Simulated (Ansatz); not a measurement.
Born–Oppenheimer molecular dynamics of C2H2O2 (6 atoms, charge 0, multiplicity 1). It goes on from the last frame of an earlier run, with new velocities.

These are results of RKS PBE/def2-SVP in Ansatz, not measurements.

```json
{"ensemble": "NVT, Langevin thermostat", "time step": "0.5 fs", "steps asked": "250", "set temperature": "400 K", "friction": "0.005 /fs", "seed": "852965"}
```

First frame:

```xyz
6
Properties=species:S:1:pos:R:3
O -1.128 0.724 -0.759
C -0.473 -0.348 -0.280
C 0.411 -0.539 0.740
O -0.626 -1.630 -0.518
H -2.058 0.480 -0.950
H 1.516 -0.623 0.756
```

Q: How far do the bonds stretch over the last three quarters of this one trajectory? (Pairs bonded in most of those frames.)

A: 
```csv
bond,mean (Å),spread (Å),shortest,longest
O1–C2,1.334,0.035,1.26,1.39
O1–H5,0.988,0.028,0.93,1.04
C2–C3,1.403,0.044,1.32,1.50
C2–O4,1.258,0.023,1.22,1.30
C3–H6,1.115,0.015,1.08,1.15
```

Mean temperature of the second half: 339 K. The mean temperature of the second half is 15 % below the set value. A run of 0.12 ps of so small a system gives no equilibrium averages.

Run time: 4.3 min on 1 CPU thread of a shared host.
